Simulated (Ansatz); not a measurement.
**CH4N2S: how energies converge with the basis set**

An exercise on one series of results from a longer session: the logs are not shown, and one member is left open.

Computed with Ansatz 0.2.0, Gaussian basis. Level: one geometry, several basis sets.

Levels to be run: PBE0-D4/def2-SVP; ωB97M-V/def2-SVP; PBE0-D4/def2-QZVPP; ωB97M-V/def2-QZVPP; the functionals' def2-TZVPP values are taken from earlier runs.

### The geometry

All runs share one geometry, relaxed beforehand with PBE0-D4 in a triple-zeta def2 set.

SMILES `N=C(N)S`, 8 atoms, charge 0, spin multiplicity 1.

Atoms are counted from 1 here; the program's logs count them from 0.

Bond lengths: N1–C2 1.265 Å, N1–H5 1.014 Å, C2–N3 1.371 Å, C2–S4 1.787 Å, N3–H6 1.010 Å, N3–H7 1.006 Å, S4–H8 1.343 Å. Angles: C2–N1–H5 112.3°, N1–C2–N3 121.8°, N1–C2–S4 123.5°, N3–C2–S4 114.7°, C2–N3–H6 112.9°, C2–N3–H7 116.8°, H6–N3–H7 114.8°, C2–S4–H8 96.8°.

The first run:

Input file in.yaml:

```yaml
crystal:
  periodic: [false, false, false]
  atoms:
    - {symbol: N, position_ang: [-0.852949, 1.264359, -0.415787]}
    - {symbol: C, position_ang: [-0.218361, 0.203526, -0.147375]}
    - {symbol: N, position_ang: [0.928228, 0.218091, 0.603662]}
    - {symbol: S, position_ang: [-0.730503, -1.416818, -0.698660]}
    - {symbol: H, position_ang: [-1.741563, 1.077099, -0.866312]}
    - {symbol: H, position_ang: [1.264996, 1.151439, 0.789698]}
    - {symbol: H, position_ang: [1.641580, -0.446426, 0.355791]}
    - {symbol: H, position_ang: [-0.199327, -2.108371, 0.323084]}
basis:
  gaussian: {orbitals: def2-SVP}
hamiltonian: {xc: pbe0, dispersion: d4}
output: {orbitals: {seedname: orbitals}}
```

The run is started by

```
ansatz run in.yaml --threads 2 --pin off --events-out ev --progress --plain --max-ram 4352MiB
```

Steps of the session up to this table: PBE0-D4 in def2-SVP; ωB97M-V in def2-SVP; PBE0-D4 in def2-QZVPP; ωB97M-V in def2-QZVPP.

One table of the session follows, with a row left open; its other results are not shown here.

It belongs to the step «Density functionals: the series». 

```
functional       basis  HOMO (eV)  LUMO (eV)
   PBE0-D4    def2-SVP          ?          ?
   PBE0-D4  def2-TZVPP      -7.21      -0.03
   PBE0-D4  def2-QZVPP      -7.27      -0.19
   ωB97M-V    def2-SVP      -9.17       2.51
   ωB97M-V  def2-TZVPP      -9.44       1.87
   ωB97M-V  def2-QZVPP      -9.49       1.42
```

Estimate the missing values for PBE0-D4, def2-SVP.

As computed: HOMO (eV): -6.98; LUMO (eV): 0.44. In the column «HOMO (eV)» it is the highest.
